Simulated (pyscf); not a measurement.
Four-centre exchange: `[NH2][SiH]([Cl])[Cl]` + `[SiH4]` → `[SiH3][NH][SiH]([Cl])[Cl]` + `[H][H]`

Gas phase, singlet surface, charge 0. Bonds broken: N1–H5, Si8–H9. Bonds formed: N1–Si8, H5–H9. Optimised with ωB97X-D3(BJ)/def2-SVP in PySCF.

Transition state (Å):

```xyz
12

N     -0.0303     0.1827     0.1940
Si    -0.6723    -0.8924    -1.0370
Cl    -1.0310    -2.7332    -0.2272
Cl    -2.4107    -0.0313    -1.6668
H      0.1425     1.3466     0.0018
H      0.7482    -0.2098     0.7322
H      0.2553    -1.0439    -2.1729
Si    -1.2193     1.1752     1.4029
H     -0.2347     2.3699     0.4320
H     -1.8682    -0.1108     1.8850
H     -2.4063     1.9424     0.9368
H     -0.4979     1.6483     2.6165
```

One imaginary mode, 1424i cm⁻¹; descent along it reached the two sides named.

```
bond    change  reactant side (Å)  saddle  product side
------  ------  -----------------  ------  ------------
N1–H5   breaks              1.014   1.192           2.7
Si8–H9  breaks              1.488   1.827           4.0
N1–Si8   forms                3.2   1.965         1.760
H5–H9    forms                2.9   1.172         0.761
```

Electronic energies relative to the separated reactants (eV):

```json
[
 {"level": "ωB97X-D3(BJ)/def2-TZVP", "barrier": "2.01", "reaction energy": "-0.40", "reverse barrier": "2.41"},
 {"level": "PBE/def2-TZVP", "barrier": "1.90", "reaction energy": "-0.19", "reverse barrier": "2.09"},
 {"level": "r²SCAN/def2-TZVP", "barrier": "1.94", "reaction energy": "-0.31", "reverse barrier": "2.25"},
 {"level": "B3LYP-D3(BJ)/def2-TZVP", "barrier": "2.04", "reaction energy": "-0.33", "reverse barrier": "2.36"},
 {"level": "PBE0-D3(BJ)/def2-TZVP", "barrier": "1.91", "reaction energy": "-0.28", "reverse barrier": "2.18"},
 {"level": "M06-2X/def2-TZVP", "barrier": "2.08", "reaction energy": "-0.43", "reverse barrier": "2.50"},
 {"level": "ωB97M-D3(BJ)/def2-TZVP", "barrier": "2.07", "reaction energy": "-0.30", "reverse barrier": "2.37"},
 {"level": "HF/def2-TZVP", "barrier": "3.01", "reaction energy": "-0.12", "reverse barrier": "3.13"}
]
```

With ωB97M-D3(BJ)/def2-TZVP energies and thermal terms (ideal gas, 1 atm, RRHO with modes under 100 cm⁻¹ raised to 100, one conformer, R ln 2 for chiral ones without a mode under 150 cm⁻¹), in eV:

```tsv
T (K)	ΔH‡	ΔG‡	ΔH	ΔG
298	1.99	2.47	-0.40	-0.30
600	1.99	2.95	-0.35	-0.23
900	2.02	3.42	-0.31	-0.17
1200	2.06	3.88	-0.28	-0.13
```

One saddle was located; it need not be the lowest between these sides.
